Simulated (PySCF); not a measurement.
# He: ionisation energy

He 1s2 (1S) → He⁺ 1s1 (2S), as a difference of total energies. All numbers are calculated (PySCF 2.14, the spin-free X2C one-electron Hamiltonian (Gaussian nucleus), in x2c-TZVPPall with one added diffuse shell each of s, p type (4s3p1d, 18 functions)). Correlated levels: valence: nothing frozen. The calculations carry no spin-orbit coupling.

| method | ionisation energy (eV) | error (eV) |
| --- | --- | --- |
| UHF | 23.450 | -1.137 |
| MP2 (valence) | 24.358 | -0.229 |
| SCS-MP2 (valence) | 24.540 | -0.047 |
| CCSD (valence) | 24.518 | -0.069 |

Reference: 24.587 eV (measured; NIST Atomic Spectra Database, ionization energies).

Errors of the correlated levels include the incompleteness of this basis.

With two correlated electrons CCSD is exact in that space.
